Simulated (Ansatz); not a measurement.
1T (CdI2-type) PtSe₂ was calculated with rVV10 (Ansatz, a quantum-chemistry and plane-wave program, PAW).

Rigid layers of the crystal as relaxed at this level are moved apart or together:

```csv
run,k mesh,layer repeat (Å),energy against free layers (meV/Å²),gap on the mesh (eV)
1,12×12×8,4.78,-26.43,0.000
2,12×12×8,4.93,-30.55,0.000
3,12×12×8,5.08,-32.15,0.000
4,12×12×6,5.28,-32.01,0.000
5,12×12×6,5.58,-29.30,0.000
6,12×12×6,6.08,-22.79,0.387
7,12×12×6,7.08,-11.54,0.890
8,12×12×4,9.08,-3.03,1.227
```

The lowest energy of these points lies at a layer repeat of 5.08 Å.

Spin–orbit coupling is not included.
